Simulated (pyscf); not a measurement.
PySCF, gas phase, ωB97X-D3(BJ)/def2-SVP geometries.

Problem. Estimate by transition-state theory the rate constant of `[Cl][V]([Cl])([Cl])[Cl]` [doublet] + `[CH4]` → `[CH3][V]([Cl])([Cl])[Cl]` [doublet] + `[ClH]` (doublet surface; Cl–V, C–H broken, C–V, Cl–H formed) at 900 K, with ωB97M-D3(BJ)/def2-TZVP energies (ideal gas, 1 atm, RRHO with modes under 100 cm⁻¹ raised to 100, one conformer, R ln 2 for chiral ones without a mode under 150 cm⁻¹; no tunnelling).

Solution. The electronic barrier is 50.5 kcal/mol and the thermal terms add +24.8, so ΔG‡ = 75.3 kcal/mol. With k_BT/h = 1.88e+13 s⁻¹ and RT = 1.788 kcal/mol, and a volume of 1.23e-19 cm³ per molecule at 1 atm, k = 1.2e-24 cm³ molecule⁻¹ s⁻¹. Wigner's tunnelling factor for 946i cm⁻¹ would be 1.10. A shift of 1 kcal/mol in the barrier changes k by a factor 1.7. One saddle was located; it need not be the lowest between these sides. Open-shell species with a d-block atom are single-reference here; other states, and whether the spin sits on metal or ligand, were not checked.
